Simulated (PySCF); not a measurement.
# CN⁺, PBE0: how much the basis matters

PySCF, UKS reference; triplet, unpaired electrons σ ↑, π ↑; De to C⁺ + N without counterpoise correction.

| basis | relativity | functions | Re (Å) | ωe (cm⁻¹) | De (eV) | μ (D) |
| --- | --- | --- | --- | --- | --- | --- |
| STO-3G | no relativity | 10 | 1.336 | 1598 | 4.39 | -1.65 |
| def2-SVP | no relativity | 28 | 1.228 | 1891 | 5.39 | -2.09 |
| def2-TZVP | no relativity | 62 | 1.226 | 1842 | 5.33 | -1.97 |
| def2-TZVPPD | no relativity | 74 | 1.226 | 1841 | 5.33 | -1.96 |

Question: How does each smaller set differ from the one with most functions, def2-TZVPPD?

Answer: STO-3G: +11.0 pm, -13.2 % in ωe, -0.94 eV in De; def2-SVP: +0.2 pm, +2.7 % in ωe, +0.06 eV in De; def2-TZVP: +0.0 pm, +0.1 % in ωe, +0.00 eV in De. All at PBE0; the set with most functions is neither the basis-set limit nor always the best.

A positive dipole points towards N; it is taken about the centre of mass and depends on that origin. For an ion De counts to the pair picked by the measured ionisation energies or electron affinities, which need not be the lowest pair at this level. STO-3G is very small, so such numbers show the basis as much as the molecule. The state is the lowest determinant that a PBE0 search found; another state may lie lower at other levels.
